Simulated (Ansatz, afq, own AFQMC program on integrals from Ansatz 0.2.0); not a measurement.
**Si2Ge3H10, singlet in def2-SVP, levels against AFQMC with the constraint released**

```xyz
15

Si   -1.2754   -0.8728    1.2860
Ge    0.0874   -1.9740   -0.3457
Si    1.8222   -0.3770   -0.7636
Ge    0.7158    1.7512   -0.7236
Ge   -1.3412    1.4102    0.5589
H    -0.5862   -0.9442    2.6141
H    -2.6392   -1.4739    1.4179
H    -0.7314   -2.1953   -1.6349
H     0.6243   -3.3365    0.1325
H     2.5447   -0.6197   -2.0511
H     2.8099   -0.4362    0.3610
H     0.3656    2.2012   -2.1564
H     1.6021    2.8370   -0.0820
H    -1.4385    2.3898    1.7447
H    -2.5602    1.6402   -0.3576
```

Basis def2-SVP. Only valence electrons are correlated. AFQMC by an in-house program on the Cholesky factors that Ansatz 0.2.0 writes for its CCSD(T) run. The CISD trial takes its coefficients from CCSD amplitudes. Released means that phaseless walkers are propagated on without the constraint, phases kept. Error bars are statistical, one sigma. No spin–orbit coupling.

Determinant: RHF, the one that the program's search chose, which needn't be the lowest solution. The geometry is a PBE0/def2-SVP stationary point of this or a neighbouring charge and spin state.

No full CI on the walks' own integrals is used here. The released AFQMC energy serves as the reference, which it does only where one determinant dominates, the energy is flat over the last release times and near the phaseless one (40 meV or 2 meV an electron, half that with transition metals). On small molecules, where full CI could be run and the noise was under 10 meV, such values lay within 10 meV of it in 19 cases of 20, a flattering rate, since the rule was set on those same cases; what remains of the bias isn't in the error bar.

Cautions: no relativity below Rb; no spin-orbit coupling; inner d shell frozen; the released value is read at 0.90 1/Eh with a noise of 20 meV, more than in the cases checked (meV from the phaseless value at times in 1/Eh: -1 ± 8 at 0.21, -3 ± 10 at 0.42, -4 ± 13 at 0.63, -18 ± 20 at 0.90).

```
T1 diagnostic                               : 0.0132
weight of the determinant in the CISD state : 0.732
size of the correlated space                : 30 electrons in 130 orbitals
```

Reference: AFQMC with the constraint released, correlation energy -16.364 ± 0.020 eV.

```tsv
level	E − E(reference) (mEh)	share of correlation (%)
HF	601.35 ± 0.72	0.00
MP2	115.60 ± 0.72	80.78
CCSD	22.76 ± 0.72	96.21
CCSD(T)	3.70 ± 0.72	99.38
ph-AFQMC/CISD	0.67 ± 0.81	99.89
```

Released energies are given only where the last usable release times agree within the noise; a slower fall can still hide under it.
